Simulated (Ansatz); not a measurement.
# BSiH2 (quartet): the correlation ladder at distance Si1–B2 = 5.335 Å, cc-pVDZ

Aim: climb from Hartree-Fock through coupled cluster and multireference methods for BSiH2 (quartet) at one geometry and basis, and see what each rung misses.

Computed with Ansatz 0.2.0, Gaussian basis. Level: cc-pVDZ, core rule «outside noble gas», up to 6 orbitals frozen.

The runs, in order: UHF; CCSD(T) on ROHF; CCSD(T) on UHF; BCCD(T) on ROHF; CISD as a restricted active space (open shells left free, so some higher excitations enter); CCSDT(Q) on ROHF; CCSDT(Q) on UHF; CCSDTQ on ROHF; CASSCF and MRCISD+Q, 5 electrons in 5 orbitals; CASSCF and NEVPT2, 5 electrons in 5 orbitals; CASSCF and MRCISD+Q, 9 electrons in 10 orbitals; CASSCF and NEVPT2, 9 electrons in 10 orbitals.

### Step 1. The geometry

The geometry derives from a PBE0/def2-TZVP stationary point (not a proven minimum). One bond is set to the value named and the two fragments are kept rigid.

4 atoms, charge 0, spin multiplicity 4.

Atoms are counted from 1 here; the program's logs count them from 0.

Bond lengths: B2–H3 1.191 Å, B2–H4 1.191 Å. Angles: H3–B2–H4 129.2°.

Coordinates:

```
Si    0.0000    0.0000    4.2568
B     0.0000    0.0000   -1.0782
H     0.0000   -1.0760   -1.5893
H     0.0000    1.0760   -1.5893
```

### Step 2. UHF

in.yaml reads:

```yaml
crystal:
  periodic: [false, false, false]
  atoms:
    - {symbol: Si, position_ang: [0.000000, 0.000000, 4.256776]}
    - {symbol: B, position_ang: [0.000000, 0.000000, -1.078225]}
    - {symbol: H, position_ang: [0.000000, -1.075954, -1.589276]}
    - {symbol: H, position_ang: [0.000000, 1.075954, -1.589276]}
basis:
  gaussian: {orbitals: cc-pVDZ}
magnetization: {spin_polarized: true, initial_magnetization: 3}
hamiltonian: {xc: hf}
output: {orbitals: {seedname: orbitals}}
```

On the command line:

```
$ ansatz run in.yaml --threads 1 --pin off --events-out ev --progress --plain --max-ram 4096MiB --backend cpu
```

The runs that follow: CCSD(T) on ROHF; CCSD(T) on UHF; BCCD(T) on ROHF; CISD as a restricted active space (open shells left free, so some higher excitations enter); CCSDT(Q) on ROHF; CCSDT(Q) on UHF; CCSDTQ on ROHF; CASSCF and MRCISD+Q, 5 electrons in 5 orbitals; CASSCF and NEVPT2, 5 electrons in 5 orbitals; CASSCF and MRCISD+Q, 9 electrons in 10 orbitals; CASSCF and NEVPT2, 9 electrons in 10 orbitals.

Before running them: what should the planned runs give, taken together? Wanted: RCCSDTQ from the RHF energy; RMP2 from RCCSDTQ; UMP2 from RCCSDTQ; RCCSD from RCCSDTQ; RCCSD(T) from RCCSDTQ; UCCSD(T) from RCCSDTQ; RCCSDT(Q) from RCCSDTQ; UCCSDT(Q) from RCCSDTQ; NEVPT2 pair from RCCSDTQ.

The runs gave:

| quantity | value |
| --- | --- |
| RCCSDTQ from the ROHF energy | -4.3054 eV |
| RMP2 from RCCSDTQ | +111.0 kJ/mol |
| UMP2 from RCCSDTQ | +110.0 kJ/mol |
| RCCSD from RCCSDTQ | +8.3 kJ/mol |
| RCCSD(T) from RCCSDTQ | +2.3 kJ/mol |
| UCCSD(T) from RCCSDTQ | +2.2 kJ/mol |
| RCCSDT(Q) from RCCSDTQ | +0.1 kJ/mol |
| UCCSDT(Q) from RCCSDTQ | 0.0 kJ/mol |
| NEVPT2 pair from RCCSDTQ | +101.2 kJ/mol |
| NEVPT2 valence from RCCSDTQ | +86.2 kJ/mol |
| MRCISD+Q valence from RCCSDTQ | +0.1 kJ/mol |
| levels within 1 kcal/mol (43 meV) | RCCSD(T), UCCSD(T), BCCD(T), RCCSDT, UCCSDT, RCCSDT(Q), UCCSDT(Q), MRCISD+Q valence |
| T1 diagnostic | 0.018 |
| effectively unpaired electrons | 3.02 |

**Reading.** RCCSD(T) lands +2.3 kJ/mol from the yardstick (0.5 % of the correlation energy). One determinant dominates. Of the multireference levels listed MRCISD+Q valence comes nearest in total energy (+0.1 kJ/mol), which doesn't show that its space is the better one. These misses are within one basis, not against nature; the frozen cores of restricted and unrestricted runs differ, which can shift their rows.

With open shells the CI space here admits some higher excitations, so it is larger than plain CISD.
